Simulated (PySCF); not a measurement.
## HCl⁺ at UHF-MP2

Computed with UHF-MP2; PySCF, no relativity, basis sets H def2-TZVPPD, Cl def2-TZVPPD.

For HCl⁺, the state is ²Π (doublet), unpaired electrons π ↑. The bond length is 0.1310 nm, the harmonic wavenumber is 2746 cm⁻¹ and the force constant is 4.35 mdyn/Å. The rotational constant Be is 10.04 cm⁻¹. The anharmonicity ωexe is 54.1 cm⁻¹, the vibration–rotation constant αe is 0.318 cm⁻¹ and the well depth De to H + Cl⁺ is 4.62 eV. The dissociation energy D0 is 4.45 eV.

Correlated steps freeze 5 core orbitals. For an ion De counts to the pair picked by the measured ionisation energies or electron affinities, which need not be the lowest pair at this level. The state is the lowest determinant that a PBE0 search found; another state may lie lower at other levels.
